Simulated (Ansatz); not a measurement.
# CH5AlSi (SMILES C=[SiH][AlH2]): single points off equilibrium

An exercise on one series of results from a longer session: the logs are not shown, and one member is left open.

The runs use Ansatz 0.2.0, Gaussian basis; single points in def2-TZVPP.

Correlated methods freeze the cores.

## Where the work starts

SMILES `C=[SiH][AlH2]`, 8 atoms, charge 0, spin multiplicity 1.

Atoms are counted from 1 here; the program's logs count them from 0.

Bond lengths: C1–Si2 1.881 Å, C1–H4 1.006 Å, C1–H5 1.058 Å, Si2–Al3 2.372 Å, Si2–H6 1.720 Å, Al3–H7 1.683 Å, Al3–H8 1.751 Å. Angles: Si2–C1–H4 120.5°, Si2–C1–H5 118.5°, H4–C1–H5 120.9°, C1–Si2–Al3 130.2°, C1–Si2–H6 109.4°, Al3–Si2–H6 120.2°, Si2–Al3–H7 116.1°, Si2–Al3–H8 131.6°, H7–Al3–H8 112.3°.

As a file:

```
C    -1.37840    0.94780   -1.05370
Si    0.11470    0.65600    0.05310
Al    1.17600   -1.36840    0.68780
H    -1.70950    1.88110   -1.22960
H    -1.83830    0.11190   -1.51150
H     0.59210    2.14430    0.77060
H     2.43040   -1.23000    1.80090
H     0.90180   -3.02760    0.19880
```

The first run:

The input, run/in.yaml:

```yaml
crystal:
  periodic: [false, false, false]
  atoms:
    - {symbol: C, position_ang: [-1.378400, 0.947800, -1.053700]}
    - {symbol: Si, position_ang: [0.114700, 0.656000, 0.053100]}
    - {symbol: Al, position_ang: [1.176000, -1.368400, 0.687800]}
    - {symbol: H, position_ang: [-1.709500, 1.881100, -1.229600]}
    - {symbol: H, position_ang: [-1.838300, 0.111900, -1.511500]}
    - {symbol: H, position_ang: [0.592100, 2.144300, 0.770600]}
    - {symbol: H, position_ang: [2.430400, -1.230000, 1.800900]}
    - {symbol: H, position_ang: [0.901800, -3.027600, 0.198800]}
basis:
  gaussian: {orbitals: def2-TZVPP}
correlation: {method: ccsd_t}
output: {forces: true}
```

No record of the launch command was kept for these runs.

Among the steps run: CCSD(T)/def2-TZVPP; PBE0-D4/def2-TZVPP; wB97M-V/def2-TZVPP; r2SCAN-D4/def2-TZVPP; PBE-D4/def2-TZVPP; r2SCANh-D4/def2-TZVPP; CAM-B3LYP-D4/def2-TZVPP.

One of the session's tables, all rows but one given; the rest of the session is left out.

| method | RMS force component (eV/Å) | angle to CCSD(T) forces (°) | dipole (D) |
| --- | --- | --- | --- |
| CCSD(T) | 1.776 | reference | 0.54 |
| PBE0-D4 | 1.888 | 4.6 | 0.40 |
| wB97M-V | ? | ? | ? |
| r2SCAN-D4 | 1.830 | 3.4 | 0.57 |
| PBE-D4 | 1.782 | 4.5 | 0.53 |
| r2SCANh-D4 | 1.863 | 4.0 | 0.51 |
| CAM-B3LYP-D4 | 1.959 | 6.0 | 0.30 |

Q: Estimate the row for wB97M-V from the others.

**Answer.** RMS force component (eV/Å): 1.967; angle to CCSD(T) forces (°): 5.8; dipole (D): 0.36. In the column «RMS force component (eV/Å)» it is the highest.
